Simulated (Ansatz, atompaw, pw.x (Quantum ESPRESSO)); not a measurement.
From atom to crystal: PAW (atompaw) potential for Ru (Z = 44)

- Element: Ru (Z = 44)
- Generator: atompaw 4.2.0.5
- Type: PAW
- Functional: PBEsol
- Relativity: scalar-relativistic
- Frozen core: [Kr]
- Valence charge: 8
- Reference configuration: 4d7 5s1 5p0
- Partial waves: 5s (bound): rc 3.00 bohr; 5s channel at 0.45 Ry: rc 3.00 bohr; 5p (bound, empty): rc 3.00 bohr; 5p channel at 2.45 Ry: rc 3.00 bohr; 4d (bound): rc 3.00 bohr; 4d channel at -0.05 Ry: rc 3.00 bohr
- Local potential: bessel scheme, radius 2.70 bohr
- Core correction: smooth core density matched at 2.30 bohr
- Augmentation charge: sinc compensation charge, radius 2.30 bohr; PAW radius 3.00 bohr; waves and projectors: custom rrkj gramschmidtortho

Atomic tests: cutoffs needed: 10 Ry and 18 Ry (the cutoffs (Ry, on a coarse ladder) from which the occupation-weighted sum of valence levels, in a spherical-Bessel basis at the reference potential, stays within 10 and 1 mRy of its value at 400 Ry); ghost test: no extra level below or beside the all-electron valence levels (s, p, d, f tested) (spherical-Bessel basis up to 400 Ry, 20 bohr box); lowest eigenvalue of the overlap operator: 0.25 (d channel).

Crystal test: sc Ru in pw.x 7.5, no spin, 13³ k-points, Fermi–Dirac smearing 0.01 Ry, cutoffs 40/400 Ry. The reference is all-electron LAPW (Ansatz 0.2.0) with the same functional, mesh and smearing; V0 and B0 come from Birch–Murnaghan fits to the pressures at five volumes. Errors are pseudo minus all-electron; Δ is the rms difference of the E(V) curves that follow from these fits, minima aligned, over ±6 % about the mean V0. Mesh and smearing are coarse, so the numbers serve the comparison and aren't converged zero-temperature values; the lattice is a test structure that the element need not adopt.

All-electron: a0 = 2.482 Å (V0 = 15.29 Å³/atom), B0 = 244.4 GPa.

Question: How far does the potential miss the all-electron equation of state?

Answer: mean pressure error (GPa): +23.55. The pressure does not cross zero within the volumes sampled, so no fit is given. The largest radius (3.00 bohr) exceeds half the bond length (2.34 bohr), so the spheres overlap, which is one possible source of error among others. This is a poor potential for the solid.

| V (Å³/atom) | P all-electron (GPa) | P pseudo (GPa) |
| --- | --- | --- |
| 14.509 | 14.56 | 45.05 |
| 14.891 | 6.94 | 33.54 |
| 15.273 | 0.32 | 23.49 |
| 15.655 | -5.41 | 14.68 |
| 16.037 | -10.37 | 7.05 |

Question: At the middle volume, how do free energy and pressure move when the wave cutoff is lowered (ecutrho held at 400 Ry)?

Answer:

| cutoff (Ry) | shift of F (meV/atom) | shift of P (GPa) |
| --- | --- | --- |
| 18 | +29.9 | -1.13 |
| 24 | +13.0 | -0.21 |
| 32 | +2.4 | +0.12 |

The run at the middle volume (84 k-points, 9 iterations) took about 4.5 s on one core of a shared host (AMD EPYC 9R45 96-Core Processor, 96 threads, 376 GiB, load 26).
